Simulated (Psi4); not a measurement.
# B3LYP/aug-cc-pVDZ run of C3H3O− (SMILES [O-]C1=CC1)

What is the vertical ionisation energy of C3H3O− at B3LYP/aug-cc-pVDZ? 

The results are computed with Psi4 1.11.

## (1) Starting point

C3H3O−: 7 atoms, total charge -1, spin state singlet. SMILES: `[O-]C1=CC1`. The shape is that of a GFN2-xTB optimisation.

Bond lengths: O1–C2 1.246 Å, C2–C3 1.318 Å, C2–C4 1.535 Å, C3–C4 1.497 Å, C3–H5 1.069 Å, C4–H6 1.102 Å, C4–H7 1.103 Å. Some angles: O1–C2–C3 155.7°, O1–C2–C4 141.6°, C3–C2–C4 62.8°, C2–C3–C4 65.7°, C2–C4–C3 51.5°, C2–C3–H5 153.6°, C4–C3–H5 140.7°, C2–C4–H6 121.2°, C2–C4–H7 121.0°, C3–C4–H6 120.7°.

## (2) Energy and forces at B3LYP/aug-cc-pVDZ

Input file job.py:

```python
import psi4

psi4.set_memory('1600 MB')
psi4.set_num_threads(1)
psi4.core.set_output_file('output.dat', False)

mol = psi4.geometry("""
-1 1
O     -2.86370987    -2.40677409     1.45694105
C     -0.99376917    -1.26282838     0.59717235
C      1.34928335    -1.03332114    -0.21828226
C     -0.13417055     1.37530488    -0.24796986
H      3.18258225    -1.74716519    -0.68035810
H      0.25380912     2.87996151     1.13927809
H     -0.79404402     2.19480351    -2.04678126
units bohr
symmetry c1
""")

psi4.set_options({
    'basis': 'aug-cc-pVDZ',
    'puream': True,
    'e_convergence': 1e-09,
    'd_convergence': 1e-08,
    'scf_type': 'pk',
    'dft_radial_points': 99,
    'dft_spherical_points': 590,
})

result, w = psi4.gradient("B3LYP", molecule=mol, return_wfn=True)
psi4.oeprop(w, "DIPOLE", "QUADRUPOLE", "LOWDIN_CHARGES")
print('gradient / Eh bohr^-1')
print(result.np.round(6))
print(f'energy = {w.energy():.10f} Eh')
```

Launch:

```console
python job.py
```

output.dat:

```text
[...]
  Running in c1 symmetry.
[...]
  Nuclear repulsion =  101.212379301921459
[...]
  Multiplicity = 1
[...]
  Nalpha       = 15
  Nbeta        = 15
[...]
    Number of basis functions: 119
[...]
   @RKS iter   1:  -190.77372236976379   -3.68750e-02   8.18561e-03 ADIIS/DIIS
[...]
   @RKS iter  13:  -191.30983084475213   -2.44427e-12   5.07015e-09 DIIS
[...]
    Orbital Energies [Eh]
    ---------------------
    Doubly Occupied:
       1A    -18.895131     2A    -10.036823     3A     -9.988478
       4A     -9.960596     5A     -0.788051     6A     -0.640162
       7A     -0.393689     8A     -0.329015     9A     -0.238953
      10A     -0.235386    11A     -0.186194    12A     -0.135180
      13A     -0.111777    14A     -0.011234    15A      0.005545
[...]
  @RKS Final Energy:  -191.30983084475213
   => Energetics <=
    Nuclear Repulsion Energy =            101.2123793019214588
    One-Electron Energy =                -465.9247921031665669
    Two-Electron Energy =                 194.5906271489558037
    DFT Exchange-Correlation Energy =     -21.1880451924627877
    Empirical Dispersion Energy =           0.0000000000000000
    VV10 Nonlocal Energy =                  0.0000000000000000
    Total Energy =                       -191.3098308447521276
[...]
  -Total Gradient:
     Atom            X                  Y                   Z
    ------   -----------------  -----------------  -----------------
       1        0.012433371931     0.007355866227    -0.005524761379
       2        0.010332615571     0.002564134701    -0.004236730837
       3       -0.015144679606     0.002134327177     0.004489158399
       4        0.000300624321    -0.013486714343     0.003160912344
       5       -0.011975950124     0.006849497020     0.002538996257
       6        0.000411767797    -0.003800717963    -0.005156964428
       7        0.003640843209    -0.001618108701     0.004730290760
[...]
 Multipole Moments:
 ------------------------------------------------------------------------------------
     Multipole            Electronic (a.u.)      Nuclear  (a.u.)        Total (a.u.)
 ------------------------------------------------------------------------------------
 L = 1.  Multiply by 2.5417464519 to convert [e a0] to [Debye]
 Dipole X            :         -1.8190351            2.4005728            0.5815377
 Dipole Y            :         -2.5134842            2.8963194            0.3828352
 Dipole Z            :          1.1377136           -1.4146682           -0.2769545
 Magnitude           :                                                    0.7493015
 L = 2.  Multiply by 1.3450342976 to convert [e a0^2] to [Debye ang]
 Quadrupole XX       :       -106.8166362           81.2171852          -25.5994510
 Quadrupole XY       :        -35.4529995           32.8534028           -2.5995967
[...]
```

Standard output:

```text
gradient / Eh bohr^-1
[[ 0.012433  0.007356 -0.005525]
 [ 0.010333  0.002564 -0.004237]
 [-0.015145  0.002134  0.004489]
 [ 0.000301 -0.013487  0.003161]
 [-0.011976  0.006849  0.002539]
 [ 0.000412 -0.003801 -0.005157]
 [ 0.003641 -0.001618  0.00473 ]]
energy = -191.3098308448 Eh
```

It took 30 s on 1 thread of Intel Xeon 6975P-C (Granite Rapids), shared host; peak memory 0.73 GiB.

## (3) Doublet neutral C3H3O: a single-point energy at UB3LYP/aug-cc-pVDZ

Input file c3h3o.dat:

```
memory 1600 mb

molecule m {
  0 2
  O     -1.515410    -1.273610     0.770980
  C     -0.525880    -0.668260     0.316010
  C      0.714010    -0.546810    -0.115510
  C     -0.071000     0.727780    -0.131220
  H      1.684150    -0.924560    -0.360030
  H      0.134310     1.524010     0.602880
  H     -0.420190     1.161440    -1.083110
  units angstrom
  symmetry c1
}

set {
  reference uks
  puream true
  e_convergence 1e-09
  d_convergence 1e-08
  scf_type pk
  dft_radial_points 99
  dft_spherical_points 590
  maxiter 200
}

result, w = energy('b3lyp/aug-cc-pVDZ', return_wfn=True)
```

Launch:

```console
psi4 -i c3h3o.dat -o c3h3o.out -n 1
```

c3h3o.out:

```text
[...]
  Running in c1 symmetry.
[...]
  Nuclear repulsion =  101.212379289385154
[...]
  Multiplicity = 2
[...]
  Nalpha       = 15
  Nbeta        = 14
[...]
    Number of basis functions: 119
[...]
   @UKS iter   1:  -190.94111822641275   -2.04271e-01   6.17279e-03 DIIS/ADIIS
[...]
   @UKS iter  17:  -191.23216168020522   -1.79625e-11   7.74076e-09 DIIS
[...]
   @S^2 Observed:                7.640150622E-01
[...]
    Orbital Energies [Eh]
    ---------------------
    Alpha Occupied:
       1A    -19.172508     2A    -10.293223     3A    -10.259726
       4A    -10.219607     5A     -1.054459     6A     -0.913412
       7A     -0.641172     8A     -0.586377     9A     -0.489635
      10A     -0.489082    11A     -0.439503    12A     -0.395322
      13A     -0.363735    14A     -0.280376    15A     -0.261021
    Alpha Virtual:
      16A     -0.012602    17A     -0.004342    18A      0.003778
      19A      0.023118    20A      0.025131    21A      0.056403
      22A      0.064663    23A      0.069517    24A      0.075689
      25A      0.088520    26A      0.092667    27A      0.102972
[...]
  @UKS Final Energy:  -191.23216168020522
   => Energetics <=
    Nuclear Repulsion Energy =            101.2123792893851544
    One-Electron Energy =                -458.5430340354831173
    Two-Electron Energy =                 187.0566804187513696
    DFT Exchange-Correlation Energy =     -20.9581873528586584
    Empirical Dispersion Energy =           0.0000000000000000
    VV10 Nonlocal Energy =                  0.0000000000000000
    Total Energy =                       -191.2321616802052233
[...]
 Multipole Moments:
 ------------------------------------------------------------------------------------
     Multipole            Electronic (a.u.)      Nuclear  (a.u.)        Total (a.u.)
 ------------------------------------------------------------------------------------
 L = 1.  Multiply by 2.5417464519 to convert [e a0] to [Debye]
 Dipole X            :         -1.2710524            2.4005728            1.1295204
 Dipole Y            :         -2.3095747            2.8963194            0.5867447
 Dipole Z            :          0.9161921           -1.4146682           -0.4984761
 Magnitude           :                                                    1.3669543
[...]
```

It took 39 s on 1 thread of Intel Xeon 6975P-C (Granite Rapids), shared host; peak memory 0.74 GiB.

## (4) Results

At B3LYP/aug-cc-pVDZ:

| quantity | value |
| --- | --- |
| singlet C3H3O−: total energy | -191.30983 Eh |
| singlet C3H3O−: HOMO energy | 0.15 eV |
| singlet C3H3O−: LUMO energy | 3.10 eV |
| singlet C3H3O−: HOMO–LUMO gap (to an unbound level, set by the basis) | 2.95 eV |
| singlet C3H3O−: largest force on an atom | 0.820 eV/Å |
| doublet neutral C3H3O: total energy | -191.23216 Eh |
| doublet neutral C3H3O: dipole moment | 3.47 D |
| doublet neutral C3H3O: HOMO energy (highest over α and β) | -6.91 eV |
| doublet neutral C3H3O: LUMO energy (lowest over α and β) | -4.45 eV |
| doublet neutral C3H3O: ⟨S²⟩ | 0.764 |
| vertical detachment energy (to the doublet neutral) | 2.113 eV |

What this shows: Removing an electron at fixed nuclei costs 2.11 eV (204 kJ/mol). The largest force (singlet C3H3O−) is 0.82 eV/Å: the shape isn't a stationary point for this species at this level. −ε(HOMO) before ionisation, -0.15 eV, is 2.26 eV below this ionisation energy. The HOMO (singlet C3H3O−) lies at positive energy, 0.15 eV; only total energies tell whether the electron is bound.
